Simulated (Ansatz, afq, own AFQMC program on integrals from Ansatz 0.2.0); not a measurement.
**Where AFQMC and coupled cluster stand for ZrH, quartet**

```tsv
atom	x (Å)	y (Å)	z (Å)
Zr	0.0000	0.0000	0.0000
H	0.0000	0.0000	2.9290
```

Basis def2-TZVP with its core potentials. Noble-gas cores (and the filled d shells of Ga–Kr and In–Xe) are frozen. Integrals, coupled cluster, full CI and functionals: Ansatz 0.2.0; the random walks run on the same integrals in our own AFQMC program. ph-AFQMC/CISD is guided by a CISD state made of CCSD amplitudes; releasing the constraint for a short imaginary time cuts its bias at the price of noise, slowly where states lie close. Uncertainties: one standard error, sampling alone. No spin–orbit coupling. The metal's outer-core s and p shells are frozen, which shifts wave-function levels against functionals.

Determinant: UHF, the one that the program's search chose, which needn't be the lowest solution. The geometry is a point of a scan.

Full CI on the same integrals is exact in this basis and with this determinant's frozen core.

Cautions: no spin-orbit coupling; outer-core shells of the metal frozen; lower spins were not checked; strong correlation (T1 0.068, weight of the determinant 0.87, largest double 0.09); unrestricted determinant spin contaminated (⟨S²⟩ 3.88 against 3.75); the released energies have errors that jump between times, so the bars are unsure, so no released level is given (meV from the phaseless value at times in 1/Eh: -10.8 ± 1.4 at 0.60, 25 ± 41 at 1.20, -19.5 ± 2.3 at 2.00, -19 ± 4 at 3.00, -23 ± 5 at 4.20).

The T1 diagnostic is 0.0681, the weight of the determinant in the CISD state is 0.870 and the ⟨S²⟩ of the determinant is 3.883. The size of the correlated space is 5 electrons in 42 orbitals.

```csv
level,correlation energy (eV)
MP2,-0.9376
CCSD,-1.4910
CCSD(T),-1.5454
```

Task: Estimate where full CI lies against CCSD(T) on the same integrals.

Result: 0.94 kcal/mol below CCSD(T).

Reference: full CI, correlation energy -1.586 eV.

| level | E − E(reference) (kcal/mol) | share of correlation (%) |
| --- | --- | --- |
| CCSD(T) | 0.94 | 97.44 |
| CCSDT | 0.07 | 99.81 |
| CCSDT(Q) | 0.00 | 99.99 |
| CCSDTQ | 0.00 | 100.00 |
| ph-AFQMC/CISD | 0.93 ± 0.08 | 97.46 |

CCSDT and higher add their correlation energy to the determinant of the CCSD(T) run, since their own runs factorise the integrals more tightly (a shift of under 2 meV).
